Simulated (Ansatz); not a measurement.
# Si2N (quartet): the correlation ladder, def2-TZVPP

One table from this session's results is given with a row withheld; the runs are named, their logs left out.

Program: Ansatz 0.2.0, Gaussian basis. Level of theory: def2-TZVPP, core rule «outside noble gas», up to 11 orbitals frozen. These are calculated values, not measurements.

The runs, in order: UHF; ROHF; CCSD(T) on UHF.

**The system**

The geometry is a PBE0/def2-TZVP stationary point (not a proven minimum).

3 atoms, charge 0, spin multiplicity 4.

Atoms are counted from 1 here; the program's logs count them from 0.

Bond lengths: N1–Si2 1.661 Å, Si2–Si3 2.244 Å. Angles: N1–Si2–Si3 180.0°.

The first run:

Contents of in.yaml:

```yaml
crystal:
  periodic: [false, false, false]
  atoms:
    - {symbol: N, position_ang: [0.000000, 0.000000, -1.854900]}
    - {symbol: Si, position_ang: [0.000000, 0.000000, -0.194400]}
    - {symbol: Si, position_ang: [0.000000, 0.000000, 2.049300]}
basis:
  gaussian: {orbitals: def2-TZVPP}
magnetization: {spin_polarized: true, initial_magnetization: 3}
hamiltonian: {xc: hf}
output: {orbitals: {seedname: orbitals}}
```

The run is started by

```
$ ansatz run in.yaml --threads 1 --pin off --events-out ev --progress --plain --max-ram 2816MiB --backend cpu
```

Among the steps run: UHF; ROHF; CCSD(T) on UHF.

One table of the session follows, with a row left open; its other results are not shown here.

It belongs to the step «Misses and costs». 

| method | from UCCSD(T) (kJ/mol) |
| --- | --- |
| ROHF | ? |
| UHF | +1000.7 |
| UMP2 | +184.8 |
| UCCSD | +57.3 |
| UCCSD(T) | 0 |

Q: Estimate the row for ROHF from the others.

**Answer.** from UCCSD(T) (kJ/mol): +1047.9. In the column «from UCCSD(T) (kJ/mol)» it is the highest.

With the free atoms at the same levels and basis (separate runs), the atomisation energy is 5.341 eV at UCCSD(T), 2.072 eV at ROHF.
